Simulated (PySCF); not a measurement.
# Isomers of C2H3N: computed energies against enthalpies of formation

**What was measured.**

From CRC Handbook of Chemistry and Physics, for the gas at 298.15 K: enthalpy of formation of `CC#N` 74 kJ/mol; enthalpy of formation of `[C-]#[N+]C` 163.5 kJ/mol.

The results are set against them at the end.

Differences of these values give the isomerisation enthalpies. Geometries: PBE0-D3(BJ)/def2-SVP; runs in PySCF, gas phase, with a dispersion term only where the level names one. Total electronic energies (Eh):

| SMILES | PBE0-D3(BJ)/def2-SVP |
| --- | --- |
| CC#N | -132.49438 |
| [C-]#[N+]C | -132.45767 |

Geometry of `CC#N` (Å):
```
atom  x, y, z in Å
C1    -0.473    0.011   -0.059
C2     0.970   -0.070    0.083
N3     2.120   -0.135    0.196
H4    -0.844   -0.830   -0.663
H5    -0.956   -0.025    0.928
H6    -0.755    0.951   -0.554
```

Geometry of `[C-]#[N+]C` (Å):
```
atom  x, y, z in Å
C1     2.0679    0.4075   -0.0422
N2     0.9187    0.1781   -0.0234
C3    -0.4609   -0.0978    0.0003
H4    -0.7202   -0.8108   -0.7961
H5    -0.7451   -0.5336    0.9694
H6    -1.0366    0.8267   -0.1528
```

Zero-point and thermal terms are left out, so the computed numbers are electronic energies.

**Comparison with experiment**

Relative to `CC#N`, the lowest by measurement, in kJ/mol (measured: enthalpies at 298.15 K; computed: electronic energies):

| SMILES | measured | PBE0-D3(BJ)/def2-SVP |
| --- | --- | --- |
| CC#N | 0.0 | 0.0 |
| [C-]#[N+]C | 89.5 | 96.4 |

Measured values: 74 kJ/mol (298.15 K; CRC Handbook of Chemistry and Physics) for the first row; the others come from the same table. Unsigned miss: PBE0-D3(BJ)/def2-SVP 6.9 kJ/mol. Where a level misses, the cause wasn't examined.
